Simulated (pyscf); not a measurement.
Thermochemistry of product channels of `[SiH3][O][SiH2][O][SiH3]` + `[F][C][F]` [singlet] on the singlet surface, in kcal/mol, from ωB97M-D3(BJ)/def2-TZVP energies (ideal gas, 1 atm, RRHO with modes under 100 cm⁻¹ raised to 100, one conformer, R ln 2 for chiral ones without a mode under 150 cm⁻¹). Optimised with ωB97X-D3(BJ)/def2-SVP in PySCF.

| products | ΔE | ΔH(298 K) | ΔG(900 K) | ΔG(1200 K) |
|---|---|---|---|---|
| `[F][SiH]([O][SiH3])[O][SiH3]` + `[CH][F]` [singlet] | (withheld) | -18.1 | -17.3 | -17.1 |
| `[F][C][SiH]([O][SiH3])[O][SiH3]` [singlet] + `[FH]` | (withheld) | +29.1 | +32.7 | +33.2 |

Q: Complete the blanks.

A: 
- `[F][SiH]([O][SiH3])[O][SiH3]` + `[CH][F]` [singlet], ΔE: -18.7
- `[F][C][SiH]([O][SiH3])[O][SiH3]` [singlet] + `[FH]`, ΔE: +28.5

These are energies of the channels, which say nothing of barriers. F–C:–SiH(O–SiH₃)–O–SiH₃ [singlet] is an excited spin state, 5.9 kcal/mol over the triplet at ωB97X-D3(BJ)/def2-TZVP. 2 of the closed-shell references are unstable towards spin polarisation; treat their single-reference values with care.
